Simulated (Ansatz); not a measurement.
System: C2H4NO, net charge 0, doublet state. It need not be the lowest isomer of its formula. 
Coordinates optimised at B3LYP-D3(BJ)/def2-TZVP (Ansatz, a first-principles code):
SMILES: [CH2]C(N)=O
```xyz
8

O      0.2440     1.2982     0.2869
C      0.0056     0.1235     0.0276
N      1.0071    -0.7711    -0.2593
C     -1.3493    -0.3957    -0.0172
H      0.8326    -1.7569    -0.3335
H     -1.5726    -1.4257    -0.2615
H     -2.1561     0.2872     0.1984
H      1.9565    -0.4591    -0.1456
```
Charge 0, spin multiplicity 2.

Basis-set convergence of Hartree-Fock and CCSD(T) correlation energies (hartree) with Ansatz. Correlated levels leave the core frozen unless marked. Open shells are spin-unrestricted. Spin-orbit coupling is left out. No relativistic terms.

```json
[
 {"basis": "cc-pVDZ", "functions": "76", "E(HF)": "-207.37000", "E(corr, CCSD(T))": "-0.63921"},
 {"basis": "cc-pVTZ", "functions": "176", "E(HF)": "[?]", "E(corr, CCSD(T))": "[?]"}
]
```

Question: Complete the blanks.

Answer: 
- cc-pVTZ, E(HF): -207.43226
- cc-pVTZ, E(corr, CCSD(T)): -0.79051
